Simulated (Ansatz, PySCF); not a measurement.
Barrier height from O + ClH to the transition structure ClHO, without zero-point energy, on the benchmark's geometries as Psi4's copy of the set gives them.
Transition structure (charge 0, multiplicity 3):
```
atom    x (Å)    y (Å)   z (Å)
----  -------  -------  ------
Cl     0.0188  -0.8173  0.0000
H     -0.4705   0.5695  0.0000
O      0.0188   1.6656  0.0000
```
Reactant (charge 0, multiplicity 1):
```xyz
2

Cl     0.0000     0.0000     0.0000
H      1.2744     0.0000     0.0000
```

Open shells are unrestricted; no spin–orbit coupling.

Cores are frozen in the correlated methods. CBS(a, b) extrapolates the correlation energy as X⁻³ and adds the Hartree–Fock energy of set b.

Codes used: Ansatz (Gaussian basis) for Hartree–Fock, density functionals and correlated methods; PySCF for M06-2X. Values without a source in brackets are computed.

```csv
level,barrier height (kcal/mol)
HF/aug-cc-pV(Q+d)Z,32.87
PBE/def2-TZVPPD,-10.09
BLYP/def2-TZVPPD,-8.36
r2SCAN/def2-TZVPPD,-3.53
PBE0/def2-TZVPPD,2.71
M06-2X/def2-TZVPPD,[?]
"MP2/CBS(aug-cc-pV(T+d)Z, aug-cc-pV(Q+d)Z)",15.08
CCSD/aug-cc-pV(D+d)Z,14.92
"CCSD(T)/CBS(aug-cc-pV(T+d)Z, aug-cc-pV(Q+d)Z)",[?]
```

**Question.** Fill in the missing entries.

**Answer.** 
- M06-2X/def2-TZVPPD, barrier height (kcal/mol): 7.14
- CCSD(T)/CBS(aug-cc-pV(T+d)Z, aug-cc-pV(Q+d)Z), barrier height (kcal/mol): 10.44

Ansatz is an electronic-structure program.
